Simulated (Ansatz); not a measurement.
One stationary structure of Ir. Space group Fm-3m (No. 225), fcc (Cu type). All values below come from r2SCAN (plane waves to 500 eV, PAW, scalar-relativistic; Ansatz, a first-principles code).

Space group Fm-3m (No. 225); a = b = c = 3.8444 Å, α = β = γ = 90.00°

```json
[
 {"atom": "Ir", "site": "4a", "symmetry": "m-3m", "x": "0.0000", "y": "0.0000", "z": "0.0000"}
]
```
(The calculation used a cell of 1 atom; values per cell refer to that cell.)

| Property | Value |
|---|---|
| Volume per atom | 14.20 Å³ |
| Band gap | no gap (metallic) |
| Shortest distances | Ir–Ir 2.72 Å |
| k-mesh | 21×21×21 |

No spin polarisation in the result.

Measured for Ir: a 3.831 Å (static lattice; corrected from measurement; as listed in Daniel Mejia-Rodriguez, S. B. Trickey, Phys. Rev. B (2018)). Computed minus measured — a: r2SCAN +0.4 %. The computed values are for a static lattice.

The run could not lose the symmetry of its start.
